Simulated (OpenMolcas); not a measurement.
## How methods differ on BH3 (SMILES [H]B([H])[H])

The species is BH3 (4 atoms), meant as a singlet with charge 0. SMILES: `[H]B([H])[H]`. Geometry: relaxed at GFN2-xTB.

Each level gives the vertical ionisation energy (to the doublet cation) (eV). The values are calculated.

```csv
level,kind,program,value (eV),less FCI/3-21G,CPU time (all runs)
"CASPT2(6,7)/3-21G",multireference,OpenMolcas,13.00,-0.05,3.7 s
"CASSCF(6,7)/3-21G",multireference,OpenMolcas,12.83,-0.22,3.4 s
"MC-PDFT[tPBE](6,7)/3-21G",multireference,OpenMolcas,13.33,+0.28,3.7 s
"MRCI(6,7)/3-21G",multireference,OpenMolcas,13.04,-0.01,4.9 s
"SC-NEVPT2(6,7)/3-21G",multireference,OpenMolcas,12.99,-0.06,4.2 s
"FCI/3-21G, open shells restricted",exact in the basis,OpenMolcas,13.05,0.00,5.5 s
```

FCI/3-21G, open shells restricted is exact within its basis and frozen core, so for wave-function methods in that basis the difference is their error. The values span 12.83 to 13.33 eV. All rows use very small basis sets, so even the best lies far from the true value. Times are those of the runs behind each value, whatever else they computed, on shared processors of several kinds: orders of magnitude only.
